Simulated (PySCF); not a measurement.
Mayer bond orders and bond lengths

Species: methylcyclopropane, C4H8.
Atom-mapped SMILES: `[CH3:1][CH:2]1[CH2:3][CH2:4]1` (hydrogens: H5, H6, H7 on C1; H8 on C2; H9, H10 on C3; H11, H12 on C4)

Structure used (GFN2-xTB), in Å, numbered top down from 1:
```
atom  x, y, z in Å
C1     1.464    0.125    0.110
C2     0.121   -0.194   -0.497
C3    -0.985   -0.713    0.369
C4    -1.061    0.675   -0.193
H5     2.079   -0.772    0.169
H6     1.343    0.527    1.113
H7     1.993    0.860   -0.496
H8     0.184   -0.597   -1.501
H9    -1.647   -1.467   -0.030
H10   -0.794   -0.821    1.426
H11   -1.774    0.874   -0.979
H12   -0.922    1.503    0.484
```

Bond orders from the PBE0/pcSseg-1 density (PySCF). Geometry: GFN2-xTB; no solvent, vibrations or thermal averaging.

How far do the computed orders between heavy atoms stray from the drawn ones?

The largest departure is 0.049, at C2–C3 (drawn single, 0.951) and C4–C2 (drawn single, 0.951).

Set the Mayer orders of the bonds between heavy atoms beside their lengths.

| bond | drawn as | length (Å) | Mayer order |
| --- | --- | --- | --- |
| C1–C2 | single | 1.508 | 1.045 |
| C2–C3 | single | 1.498 | 0.951 |
| C3–C4 | single | 1.499 | 0.972 |
| C4–C2 | single | 1.498 | 0.951 |

By pair of heavy elements: C–C: lowest C2–C3 and C4–C2 (0.951, 1.498 Å), highest C1–C2 (1.045, 1.508 Å); in 3 of the 6 pairs the longer bond (by over 0.003 Å) has the higher order (by 0.02 or more). Bonds named together lie within 0.004.

And the bonds to hydrogen?

C–H: 0.95 to 0.96 (8 bonds).

Sum the orders of all bonds at each heavy atom with more than one neighbour and set the sums beside the valence in the SMILES.

C1 3.934 (drawn 4), C2 3.902 (drawn 4), C3 3.842 (drawn 4), C4 3.841 (drawn 4). Orders between atoms that aren't bonded are not in these sums.

The Mayer order sums products of elements of PS (density times overlap matrix) between the two atoms' basis functions, so it depends on the basis set.
